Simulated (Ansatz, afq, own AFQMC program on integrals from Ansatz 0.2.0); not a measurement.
## GeH4⁺, doublet in cc-pVDZ, levels against CCSDT(Q)

```
atom    x (Å)    y (Å)    z (Å)
  Ge  -0.0014  -0.0025   0.0025
   H   0.5599   1.0314   1.0351
   H  -0.4663  -0.8425   0.8445
   H  -0.5606   1.0283  -1.0343
   H   0.5664  -1.0375  -1.0254
```

Basis cc-pVDZ. Noble-gas cores (and the filled d shells of Ga–Kr and In–Xe) are frozen. AFQMC by an in-house program on the Cholesky factors that Ansatz 0.2.0 writes for its CCSD(T) run. The CISD trial takes its coefficients from CCSD amplitudes. Released means that phaseless walkers are propagated on without the constraint, phases kept. Free projection: walkers drawn from exp(T), propagated without any constraint. Its projection time is finite, and what remains of the start isn't in its error. ± is one standard error of the sampling. No spin–orbit coupling.

Determinant: UHF, the one that the program's search chose, which needn't be the lowest solution. The geometry is a point of a scan.

No full CI on the walks' own integrals is used here; CCSDT(Q) serves as the reference and is uncertain by about the last step of the cluster series.

Cautions: no relativity below Rb; no spin-orbit coupling; inner d shell frozen; the released energies are still falling, so no released level is given (meV from the phaseless value at times in 1/Eh: -6 ± 5 at 0.24, -8 ± 4 at 0.51, -14 ± 4 at 0.99, -14 ± 5 at 1.62, -27 ± 7 at 2.40), though the last usable value meets CCSDT(Q) within the noise.

- T1 diagnostic: 0.0300
- weight of the determinant in the CISD state: 0.905
- ⟨S²⟩ of the determinant: 0.795
- size of the correlated space: 7 electrons in 33 orbitals

Reference: CCSDT(Q), correlation energy -3.591 eV.

```json
{"level": "HF", "E − E(reference) (mEh)": "131.98", "share of correlation (%)": "0.00"}
{"level": "MP2", "E − E(reference) (mEh)": "35.66", "share of correlation (%)": "72.98"}
{"level": "CCSD", "E − E(reference) (mEh)": "3.95", "share of correlation (%)": "97.01"}
{"level": "CCSD(T)", "E − E(reference) (mEh)": "1.00", "share of correlation (%)": "99.24"}
{"level": "CCSDT", "E − E(reference) (mEh)": "0.09", "share of correlation (%)": "99.93"}
{"level": "ph-AFQMC/HF", "E − E(reference) (mEh)": "2.22 ± 1.23", "share of correlation (%)": "98.32"}
{"level": "ph-AFQMC/CISD", "E − E(reference) (mEh)": "0.88 ± 0.13", "share of correlation (%)": "99.33"}
{"level": "free AFQMC", "E − E(reference) (mEh)": "-0.17 ± 0.33", "share of correlation (%)": "100.13"}
```

Free projections are given only where their last times agree within the noise and don't stop above the reference; a slow remainder of the start can still hide under it. A walk keeps the symmetry of its determinant, which the program's search chose and which needn't be the lowest solution, so a lower state of the same spin and another symmetry isn't excluded.
